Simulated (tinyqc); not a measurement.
UHF in the sto-3g basis, for OH+, spin multiplicity 3, step by step (part 1 of 2). Computed by tinyqc, a small Python program that keeps every step (integrals from PySCF). Settings: charge = 1, multiplicity = 3, basis = sto-3g, energy threshold = 1e-10, iteration cap = 54, orthogonalisation = symmetric, start = random, DIIS depth = 8, DIIS from iteration = 3, method = UHF. Command: `OMP_NUM_THREADS=1 python tinyqc.py 21166 21167 out.jsonl` (the two numbers bound the seeds that draw the settings). One thread of a shared host (Intel(R) Xeon(R) Processor @ 2.60GHz), about 0.7 s of CPU time with the checks. Later iterations appear only in the table of the cycle.

## One-electron integrals

Geometry (angstrom):
```
atom         x         y         z
O     0.000000  0.000000  0.000000
H     0.000000  0.000000  1.937000
```

Basis sto-3g: exponents (1/bohr^2) and contraction coefficients of normalised primitives:
```
element  l (shell)    exponent  coefficient
O            s (1)  130.709320     0.154329
O            s (1)   23.808861     0.535328
O            s (1)    6.443608     0.444635
O            s (2)    5.033151    -0.099967
O            s (2)    1.169596     0.399513
O            s (2)    0.380389     0.700115
O            p (3)    5.033151     0.155916
O            p (3)    1.169596     0.607684
O            p (3)    0.380389     0.391957
H            s (1)    3.425251     0.154329
H            s (1)    0.623914     0.535328
H            s (1)    0.168855     0.444635
```

Overlap, kinetic and nuclear-attraction integrals over the contracted functions; the nuclear repulsion is the sum of Za Zb / Rab.

nuclear repulsion = 2.18555379 hartree

overlap S, order 1O 1s, 1O 2s, 1O 2px, 1O 2py, 1O 2pz, 2H 1s:
```
[[1.000000, 0.236704, 0.000000, 0.000000, 0.000000, 0.005789],
 [0.236704, 1.000000, 0.000000, 0.000000, 0.000000, 0.086306],
 [0.000000, 0.000000, 1.000000, 0.000000, 0.000000, 0.000000],
 [0.000000, 0.000000, 0.000000, 1.000000, 0.000000, 0.000000],
 [0.000000, 0.000000, 0.000000, 0.000000, 1.000000, 0.094354],
 [0.005789, 0.086306, 0.000000, 0.000000, 0.094354, 1.000000]]
```

kinetic energy T (hartree), order 1O 1s, 1O 2s, 1O 2px, 1O 2py, 1O 2pz, 2H 1s:
```
[[29.003200, -0.168011, 0.000000, 0.000000, 0.000000, -0.001837],
 [-0.168011, 0.808128, 0.000000, 0.000000, 0.000000, -0.018157],
 [0.000000, 0.000000, 2.528731, 0.000000, 0.000000, 0.000000],
 [0.000000, 0.000000, 0.000000, 2.528731, 0.000000, 0.000000],
 [0.000000, 0.000000, 0.000000, 0.000000, 2.528731, -0.005035],
 [-0.001837, -0.018157, 0.000000, 0.000000, -0.005035, 0.760032]]
```

nuclear attraction V (hartree), order 1O 1s, 1O 2s, 1O 2px, 1O 2py, 1O 2pz, 2H 1s:
```
[[-60.891649, -7.247746, 0.000000, 0.000000, -0.003791, -0.181212],
 [-7.247746, -9.325112, 0.000000, 0.000000, -0.047852, -0.515038],
 [0.000000, 0.000000, -9.246591, 0.000000, 0.000000, 0.000000],
 [0.000000, 0.000000, 0.000000, -9.246591, 0.000000, 0.000000],
 [-0.003791, -0.047852, 0.000000, 0.000000, -9.264758, -0.471119],
 [-0.181212, -0.515038, 0.000000, 0.000000, -0.471119, -3.411029]]
```

core Hamiltonian H = T + V (hartree), order 1O 1s, 1O 2s, 1O 2px, 1O 2py, 1O 2pz, 2H 1s:
```
[[-31.888449, -7.415757, 0.000000, 0.000000, -0.003791, -0.183049],
 [-7.415757, -8.516984, 0.000000, 0.000000, -0.047852, -0.533196],
 [0.000000, 0.000000, -6.717860, 0.000000, 0.000000, 0.000000],
 [0.000000, 0.000000, 0.000000, -6.717860, 0.000000, 0.000000],
 [-0.003791, -0.047852, 0.000000, 0.000000, -6.736027, -0.476154],
 [-0.183049, -0.533196, 0.000000, 0.000000, -0.476154, -2.650997]]
```

## Two-electron integrals

Functions are numbered as in S; the eight-fold symmetry (ij|kl) = (ji|kl) = (kl|ij) leaves the list below.

Two-electron integrals (ij|kl) in chemists' order, unique and non-zero (hartree):
```
(11|11) 4.785065   (21|11) 0.741380   (21|21) 0.136873   (22|11) 1.118947
(22|21) 0.256633   (22|22) 0.817206   (31|31) 0.024477   (32|31) 0.037809
(32|32) 0.180518   (33|11) 1.115814   (33|21) 0.256684   (33|22) 0.817023
(33|33) 0.880159   (41|41) 0.024477   (42|41) 0.037809   (42|42) 0.180518
(43|43) 0.047444   (44|11) 1.115814   (44|21) 0.256684   (44|22) 0.817023
(44|33) 0.785270   (44|44) 0.880159   (51|51) 0.024477   (52|51) 0.037809
(52|52) 0.180518   (53|53) 0.047444   (54|54) 0.047444   (55|11) 1.115814
(55|21) 0.256684   (55|22) 0.817023   (55|33) 0.785270   (55|44) 0.785270
(55|55) 0.880159   (61|11) 0.018323   (61|21) 0.003358   (61|22) 0.006271
(61|33) 0.006262   (61|44) 0.006262   (61|51) 0.000152   (61|52) 0.000288
(61|55) 0.006289   (61|61) 0.000083   (62|11) 0.059299   (62|21) 0.013837
(62|22) 0.050906   (62|33) 0.050051   (62|44) 0.050051   (62|51) 0.001031
(62|52) 0.008896   (62|55) 0.052563   (62|61) 0.000347   (62|62) 0.004574
(63|31) 0.001250   (63|32) 0.007982   (63|53) 0.001771   (63|63) 0.000576
(64|41) 0.001250   (64|42) 0.007982   (64|54) 0.001771   (64|64) 0.000576
(65|11) 0.052220   (65|21) 0.012314   (65|22) 0.048323   (65|33) 0.046495
(65|44) 0.046495   (65|51) 0.001923   (65|52) 0.014837   (65|55) 0.051926
(65|61) 0.000317   (65|62) 0.005249   (65|65) 0.006500   (66|11) 0.273043
(66|21) 0.064625   (66|22) 0.272606   (66|33) 0.266864   (66|44) 0.266864
(66|51) 0.003766   (66|52) 0.047041   (66|55) 0.284034   (66|61) 0.001613
(66|62) 0.035276   (66|65) 0.047050   (66|66) 0.774606
```

## Orthogonalisation

S = U s U^T; symmetric (Loewdin) form X = U s^(-1/2) U^T, so that X^T S X = 1.

eigenvalues of S: [0.747735, 0.910086, 1.000000, 1.000000, 1.085763, 1.256417]

X, order 1O 1s, 1O 2s, 1O 2px, 1O 2py, 1O 2pz, 2H 1s:
```
[[1.021970, -0.123088, 0.000000, 0.000000, -0.000422, 0.005055],
 [-0.123088, 1.024905, 0.000000, 0.000000, 0.003181, -0.044664],
 [0.000000, 0.000000, 1.000000, 0.000000, 0.000000, 0.000000],
 [0.000000, 0.000000, 0.000000, 1.000000, 0.000000, 0.000000],
 [-0.000422, 0.003181, 0.000000, 0.000000, 1.003379, -0.047670],
 [0.005055, -0.044664, 0.000000, 0.000000, -0.047670, 1.006263]]
```

## Starting guess

The start is random orthonormal orbitals; D(s) = C_occ C_occ^T for each spin.

D(alpha) at the start, order 1O 1s, 1O 2s, 1O 2px, 1O 2py, 1O 2pz, 2H 1s:
```
[[0.626133, 0.103266, 0.360227, -0.228553, -0.104039, -0.002442],
 [0.103266, 0.776130, -0.295383, 0.187412, 0.092724, -0.076560],
 [0.360227, -0.295383, 0.700638, 0.189937, 0.085224, 0.015135],
 [-0.228553, 0.187412, 0.189937, 0.879491, -0.054072, -0.009603],
 [-0.104039, 0.092724, 0.085224, -0.054072, 0.984791, -0.100253],
 [-0.002442, -0.076560, 0.015135, -0.009603, -0.100253, 1.016093]]
```

D(beta) at the start, order 1O 1s, 1O 2s, 1O 2px, 1O 2py, 1O 2pz, 2H 1s:
```
[[0.511493, 0.324178, 0.188335, -0.079053, -0.109400, -0.134704],
 [0.324178, 0.243429, 0.114564, -0.100519, 0.116012, -0.112433],
 [0.188335, 0.114564, 0.385003, 0.413983, 0.067654, 0.030689],
 [-0.079053, -0.100519, 0.413983, 0.684530, -0.047101, 0.163301],
 [-0.109400, 0.116012, 0.067654, -0.047101, 0.982971, -0.071228],
 [-0.134704, -0.112433, 0.030689, 0.163301, -0.071228, 0.073513]]
```

## Iteration 1: building the Fock matrix

J_ij = sum D_kl (ij|kl) with D = D(alpha) + D(beta), K_ij = sum D_kl (ik|jl) for each spin; F = H + J - K(s); E = tr D H + tr D J / 2 - 0.5 sum_s tr D(s) K(s) + E_nn.

Coulomb J (hartree), order 1O 1s, 1O 2s, 1O 2px, 1O 2py, 1O 2pz, 2H 1s:
```
[[12.622589, 2.467338, 0.013296, -0.008104, 0.008348, 0.060626],
 [2.467338, 6.357564, -0.023070, 0.010565, 0.101948, 0.405328],
 [0.013296, -0.023070, 6.304953, 0.057305, 0.014669, -0.000921],
 [-0.008104, 0.010565, 0.057305, 6.350346, -0.009056, 0.000437],
 [0.008348, 0.101948, 0.014669, -0.009056, 6.404545, 0.396916],
 [0.060626, 0.405328, -0.000921, 0.000437, 0.396916, 2.741951]]
```

exchange K(alpha) (hartree), order 1O 1s, 1O 2s, 1O 2px, 1O 2py, 1O 2pz, 2H 1s:
```
[[3.317671, 0.888571, 0.323889, -0.205498, -0.092923, 0.023928],
 [0.888571, 1.230979, -0.187694, 0.119086, 0.056020, 0.084129],
 [0.323889, -0.187694, 0.867365, 0.158163, 0.071698, -0.006275],
 [-0.205498, 0.119086, 0.158163, 1.016299, -0.045490, 0.003981],
 [-0.092923, 0.056020, 0.071698, -0.045490, 1.098893, 0.081133],
 [0.023928, 0.084129, -0.006275, 0.003981, 0.081133, 0.784120]]
```

exchange K(beta) (hartree), order 1O 1s, 1O 2s, 1O 2px, 1O 2py, 1O 2pz, 2H 1s:
```
[[3.006057, 0.915625, 0.248726, -0.118519, -0.099616, -0.012170],
 [0.915625, 0.789740, 0.171527, -0.114076, 0.070864, 0.007961],
 [0.248726, 0.171527, 0.496613, 0.344730, 0.057818, 0.019536],
 [-0.118519, -0.114076, 0.344730, 0.746034, -0.031339, 0.034973],
 [-0.099616, 0.070864, 0.057818, -0.031339, 0.986117, 0.038864],
 [-0.012170, 0.007961, 0.019536, 0.034973, 0.038864, 0.051409]]
```

F(alpha) (hartree), order 1O 1s, 1O 2s, 1O 2px, 1O 2py, 1O 2pz, 2H 1s:
```
[[-22.583531, -5.836990, -0.310593, 0.197394, 0.097479, -0.146351],
 [-5.836990, -3.390399, 0.164624, -0.108522, -0.001923, -0.211997],
 [-0.310593, 0.164624, -1.280273, -0.100858, -0.057029, 0.005354],
 [0.197394, -0.108522, -0.100858, -1.383813, 0.036435, -0.003544],
 [0.097479, -0.001923, -0.057029, 0.036435, -1.430375, -0.160372],
 [-0.146351, -0.211997, 0.005354, -0.003544, -0.160372, -0.693167]]
```

F(beta) (hartree), order 1O 1s, 1O 2s, 1O 2px, 1O 2py, 1O 2pz, 2H 1s:
```
[[-22.271917, -5.864043, -0.235429, 0.110415, 0.104173, -0.110253],
 [-5.864043, -2.949160, -0.194597, 0.124641, -0.016767, -0.135829],
 [-0.235429, -0.194597, -0.909521, -0.287424, -0.043149, -0.020457],
 [0.110415, 0.124641, -0.287424, -1.113548, 0.022284, -0.034536],
 [0.104173, -0.016767, -0.043149, 0.022284, -1.317599, -0.118102],
 [-0.110253, -0.135829, -0.020457, -0.034536, -0.118102, 0.039544]]
```

total energy of this density = -60.91978503 hartree

## Iteration 1: diagonalisation and new density

Diagonalise F' = X^T F X, C = X C', fill 5 alpha and 3 beta electrons from the bottom; D(s) = C_occ C_occ^T. Each column has its largest component positive (the first on a tie).

F' = X^T F X (alpha) (hartree):
```
[[-22.170973, -2.928709, -0.337628, 0.215055, 0.097833, 0.002349],
 [-2.928709, -2.414464, 0.206534, -0.135247, -0.010735, -0.062796],
 [-0.337628, 0.206534, -1.280273, -0.100858, -0.056822, -0.000816],
 [0.215055, -0.135247, -0.100858, -1.383813, 0.036298, 0.000541],
 [0.097833, -0.010735, -0.056822, 0.036298, -1.426351, -0.060742],
 [0.002349, -0.062796, -0.000816, 0.000541, -0.060742, -0.676934]]
```

orbital energies (alpha) (hartree): [-22.602489, -2.095380, -1.447588, -1.445056, -1.093201, -0.669095]

coefficients C (alpha), order 1O 1s, 1O 2s, 1O 2px, 1O 2py, 1O 2pz, 2H 1s:
```
[[0.993619, -0.248085, -0.015678, -0.002819, -0.100937, 0.018237],
 [0.025089, 0.974031, 0.062592, 0.012002, 0.323793, -0.096521],
 [0.014226, -0.268657, -0.009187, 0.560330, 0.783129, -0.016596],
 [-0.009040, 0.178961, -0.382347, 0.763297, -0.488841, 0.010696],
 [-0.004435, 0.006383, 0.918272, 0.320138, -0.218653, -0.124388],
 [-0.000894, -0.000798, 0.031577, 0.010713, 0.013804, 1.007747]]
```

F' = X^T F X (beta) (hartree):
```
[[-21.831736, -3.053304, -0.216734, 0.097316, 0.104814, 0.038596],
 [-3.053304, -1.944654, -0.169688, 0.115767, -0.028850, -0.041206],
 [-0.216734, -0.169688, -0.909521, -0.287424, -0.042839, -0.011027],
 [0.097316, 0.115767, -0.287424, -1.113548, 0.024355, -0.040823],
 [0.104814, -0.028850, -0.042839, 0.024355, -1.315308, -0.057490],
 [0.038596, -0.041206, -0.011027, -0.040823, -0.057490, 0.055539]]
```

orbital energies (beta) (hartree): [-22.293727, -1.536128, -1.320815, -1.302445, -0.667117, 0.061003]

coefficients C (beta), order 1O 1s, 1O 2s, 1O 2px, 1O 2py, 1O 2pz, 2H 1s:
```
[[0.992269, -0.260179, 0.028303, 0.067668, 0.041351, 0.014758],
 [0.030518, 0.976313, -0.107264, -0.235609, -0.201067, -0.077611],
 [0.011120, 0.165970, 0.525685, -0.235302, 0.800360, 0.006489],
 [-0.005201, -0.121683, 0.738982, -0.348469, -0.562192, -0.039754],
 [-0.004604, 0.246502, 0.405699, 0.878799, -0.058434, -0.089301],
 [-0.002868, -0.019432, 0.025134, -0.014623, -0.024907, 1.007475]]
```

D(alpha) after iteration 1, order 1O 1s, 1O 2s, 1O 2px, 1O 2py, 1O 2pz, 2H 1s:
```
[[1.059266, -0.250412, 0.000303, -0.000195, 0.000781, -0.002609],
 [-0.250412, 1.058270, -0.001602, 0.001032, -0.003373, 0.005775],
 [0.000303, -0.001602, 0.999725, 0.000178, -0.002064, 0.016725],
 [-0.000195, 0.001032, 0.000178, 0.999886, 0.001330, -0.010779],
 [0.000781, -0.003373, -0.002064, 0.001330, 0.993580, 0.029407],
 [-0.002609, 0.005775, 0.016725, -0.010779, 0.029407, 0.001304]]
```

D(beta) after iteration 1, order 1O 1s, 1O 2s, 1O 2px, 1O 2py, 1O 2pz, 2H 1s:
```
[[1.053092, -0.226770, -0.017269, 0.047414, -0.057220, 0.002921],
 [-0.226770, 0.965624, 0.105990, -0.198226, 0.197006, -0.021755],
 [-0.017269, 0.105990, 0.304014, 0.368218, 0.254131, 0.009955],
 [0.047414, -0.198226, 0.368218, 0.560929, 0.269833, 0.020953],
 [-0.057220, 0.197006, 0.254131, 0.269833, 0.225376, 0.005420],
 [0.002921, -0.021755, 0.009955, 0.020953, 0.005420, 0.001018]]
```

## Iteration 2: building the Fock matrix

As before.

Coulomb J (hartree), order 1O 1s, 1O 2s, 1O 2px, 1O 2py, 1O 2pz, 2H 1s:
```
[[16.223682, 3.003572, 0.007130, -0.012574, 0.011989, 0.073903],
 [3.003572, 7.111330, 0.036831, -0.067461, 0.066499, 0.426161],
 [0.007130, 0.036831, 7.098228, 0.034957, 0.024013, 0.002548],
 [-0.012574, -0.067461, 0.034957, 7.122621, 0.025766, -0.002058],
 [0.011989, 0.066499, 0.024013, 0.025766, 7.090521, 0.398762],
 [0.073903, 0.426161, 0.002548, -0.002058, 0.398762, 2.199228]]
```

exchange K(alpha) (hartree), order 1O 1s, 1O 2s, 1O 2px, 1O 2py, 1O 2pz, 2H 1s:
```
[[4.915424, 0.855595, -0.000001, 0.000001, 0.000075, 0.022552],
 [0.855595, 1.422653, -0.000538, 0.000347, -0.000851, 0.085928],
 [-0.000001, -0.000538, 1.172716, 0.000148, -0.000912, 0.004283],
 [0.000001, 0.000347, 0.000148, 1.172850, 0.000588, -0.002760],
 [0.000075, -0.000851, -0.000912, 0.000588, 1.170633, 0.073055],
 [0.022552, 0.085928, 0.004283, -0.002760, 0.073055, 0.016506]]
```

exchange K(beta) (hartree), order 1O 1s, 1O 2s, 1O 2px, 1O 2py, 1O 2pz, 2H 1s:
```
[[4.861690, 0.784748, 0.011597, -0.004153, -0.007307, 0.019003],
 [0.784748, 1.011650, 0.101222, -0.182560, 0.178835, 0.063411],
 [0.011597, 0.101222, 0.487509, 0.306621, 0.212099, 0.020950],
 [-0.004153, -0.182560, 0.306621, 0.701445, 0.225705, 0.007480],
 [-0.007307, 0.178835, 0.212099, 0.225705, 0.422281, 0.034991],
 [0.019003, 0.063411, 0.020950, 0.007480, 0.034991, 0.008115]]
```

F(alpha) (hartree), order 1O 1s, 1O 2s, 1O 2px, 1O 2py, 1O 2pz, 2H 1s:
```
[[-20.580191, -5.267779, 0.007131, -0.012575, 0.008123, -0.131698],
 [-5.267779, -2.828307, 0.037369, -0.067808, 0.019498, -0.192963],
 [0.007131, 0.037369, -0.792348, 0.034809, 0.024925, -0.001735],
 [-0.012575, -0.067808, 0.034809, -0.768089, 0.025179, 0.000702],
 [0.008123, 0.019498, 0.024925, 0.025179, -0.816139, -0.150448],
 [-0.131698, -0.192963, -0.001735, 0.000702, -0.150448, -0.468275]]
```

F(beta) (hartree), order 1O 1s, 1O 2s, 1O 2px, 1O 2py, 1O 2pz, 2H 1s:
```
[[-20.526457, -5.196932, -0.004467, -0.008421, 0.015505, -0.128149],
 [-5.196932, -2.417304, -0.064391, 0.115098, -0.160188, -0.170445],
 [-0.004467, -0.064391, -0.107141, -0.271664, -0.188086, -0.018402],
 [-0.008421, 0.115098, -0.271664, -0.296684, -0.199939, -0.009537],
 [0.015505, -0.160188, -0.188086, -0.199939, -0.067787, -0.112384],
 [-0.128149, -0.170445, -0.018402, -0.009537, -0.112384, -0.459884]]
```

total energy of this density = -73.75656534 hartree

## Iteration 2: diagonalisation and new density

As before.

F' = X^T F X (alpha) (hartree):
```
[[-20.213116, -2.647633, 0.002668, -0.004512, 0.003488, 0.007789],
 [-2.647633, -1.938209, 0.037579, -0.067900, 0.024944, -0.077568],
 [0.002668, 0.037579, -0.792348, 0.034809, 0.025207, -0.004567],
 [-0.004512, -0.067900, 0.034809, -0.768089, 0.025020, 0.002472],
 [0.003488, 0.024944, 0.025207, 0.025020, -0.808183, -0.092258],
 [0.007789, -0.077568, -0.004567, 0.002472, -0.092258, -0.449285]]
```

orbital energies (alpha) (hartree): [-20.588985, -1.575650, -0.842896, -0.810231, -0.730775, -0.420694]

coefficients C (alpha), order 1O 1s, 1O 2s, 1O 2px, 1O 2py, 1O 2pz, 2H 1s:
```
[[0.994525, -0.263320, -0.000308, -0.022436, 0.010281, 0.023922],
 [0.022180, 1.021450, -0.001665, 0.088622, -0.042730, -0.118537],
 [-0.000401, -0.049258, -0.332433, 0.773288, 0.536519, -0.035141],
 [0.000708, 0.084535, -0.151319, -0.600996, 0.780231, 0.000131],
 [-0.000331, -0.024538, 0.899812, 0.162521, 0.302404, -0.284478],
 [-0.001099, 0.023237, 0.168444, 0.063880, 0.079191, 0.988732]]
```

F' = X^T F X (beta) (hartree):
```
[[-20.168607, -2.630715, 0.003347, -0.022737, 0.033134, 0.006519],
 [-2.630715, -1.526727, -0.065221, 0.118792, -0.159857, -0.064271],
 [0.003347, -0.065221, -0.107141, -0.271664, -0.188047, -0.006698],
 [-0.022737, 0.118792, -0.271664, -0.296684, -0.199790, -0.005249],
 [0.033134, -0.159857, -0.188047, -0.199790, -0.059543, -0.081758],
 [0.006519, -0.064271, -0.006698, -0.005249, -0.081758, -0.444707]]
```

orbital energies (beta) (hartree): [-20.532747, -1.206778, -0.629548, -0.435517, 0.083200, 0.117982]

coefficients C (beta), order 1O 1s, 1O 2s, 1O 2px, 1O 2py, 1O 2pz, 2H 1s:
```
[[0.995444, -0.256196, 0.016471, 0.031335, -0.041582, -0.008420],
 [0.018585, 1.007146, -0.069997, -0.147426, 0.159640, 0.027905],
 [0.000275, 0.063400, 0.517719, -0.151776, -0.438343, 0.716077],
 [0.000307, -0.079198, 0.706402, -0.179684, 0.666767, -0.133639],
 [-0.000516, 0.141637, 0.422450, -0.051362, -0.581885, -0.685054],
 [-0.000975, 0.048103, 0.191970, 0.977499, 0.089603, 0.118984]]
```

D(alpha) after iteration 2, order 1O 1s, 1O 2s, 1O 2px, 1O 2py, 1O 2pz, 2H 1s:
```
[[1.059027, -0.249337, 0.000841, -0.000003, 0.005317, -0.007882],
 [-0.249337, 1.053535, -0.004166, 0.000016, -0.025088, 0.025708],
 [0.000841, -0.004166, 0.998765, 0.000005, -0.009997, 0.034745],
 [-0.000003, 0.000016, 0.000005, 1.000000, 0.000037, -0.000129],
 [0.005317, -0.025088, -0.009997, 0.000037, 0.928125, 0.185328],
 [-0.007882, 0.025708, 0.034745, -0.000129, 0.185328, 0.039266]]
```

D(beta) after iteration 2, order 1O 1s, 1O 2s, 1O 2px, 1O 2py, 1O 2pz, 2H 1s:
```
[[1.056817, -0.240679, -0.007442, 0.032231, -0.029843, -0.010133],
 [-0.240679, 1.019588, 0.027619, -0.129204, 0.113070, 0.034991],
 [-0.007442, 0.027619, 0.272053, 0.360697, 0.227690, 0.102436],
 [0.032231, -0.129204, 0.360697, 0.505277, 0.287202, 0.131798],
 [-0.029843, 0.113070, 0.227690, 0.287202, 0.198526, 0.087911],
 [-0.010133, 0.034991, 0.102436, 0.131798, 0.087911, 0.039167]]
```
